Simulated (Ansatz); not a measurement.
Molecule: C4H7, charge 0, multiplicity 2. It need not be the lowest isomer of its formula. 
Geometry from a B3LYP-D3(BJ)/def2-TZVP (Ansatz, a quantum-chemistry and plane-wave program) optimisation:
```
C
C 1 1.3088
H 2 1.0789 1 137.51
C 1 1.5074 2 122.59 3 180.00
H 4 1.0882 1 111.59 2 0.00
H 4 1.0939 5 108.67 1 121.94
H 4 1.0939 5 108.67 6 116.11
C 1 1.5147 2 121.81 3 0.00
H 8 1.0889 1 112.00 2 0.00
H 8 1.0938 9 108.53 1 -121.87
H 8 1.0938 9 108.53 10 -116.27
```
Charge 0, spin multiplicity 2.

Total electronic energies in hartree. Valence correlation only, unless marked. UHF or UKS for open shells. Spin-orbit coupling is left out. No relativistic terms. Basis-set limits of correlation are two-point, X^-3; Hartree-Fock from the larger set. The bracket is a focal-point correction in the basis named.

The UHF reference is spin-contaminated (<S^2> 0.17 over the pure value in the largest basis). 

```tsv
level	program	energy (Eh)
HF/6-31G*	Ansatz	-155.46667
HF/aug-cc-pVDZ	Ansatz	-155.48526
HF/cc-pVDZ	Ansatz	-155.48016
BLYP/def2-TZVPD	Ansatz	-156.50915
B3LYP-D4/def2-TZVPD	Ansatz + dftd4	(withheld)
PBE0/def2-SVP	Ansatz	-156.22741
PBE0-D4/def2-TZVPD	Ansatz + dftd4	-156.40165
PBE0/def2-TZVP	Ansatz	-156.39572
B2PLYP/def2-TZVPD	Ansatz	(withheld)
MP2/6-31G	Ansatz	-155.73497
MP2/aug-cc-pVDZ	Ansatz	-156.02298
RI-MP2/aug-cc-pVTZ	Ansatz	-156.16868
SCS-MP2/6-31G	Ansatz	-155.73796
CCSD(T)/aug-cc-pVDZ	Ansatz	-156.10485
RI-MP2/CBS(cc-pVTZ,cc-pVQZ)+[CCSD(T)-MP2]/cc-pVDZ	Ansatz	-156.3177
```

**Question.** What belongs in the gaps?

**Answer.** 
- B3LYP-D4/def2-TZVPD, energy (Eh): -156.61377
- B2PLYP/def2-TZVPD, energy (Eh): -156.43673
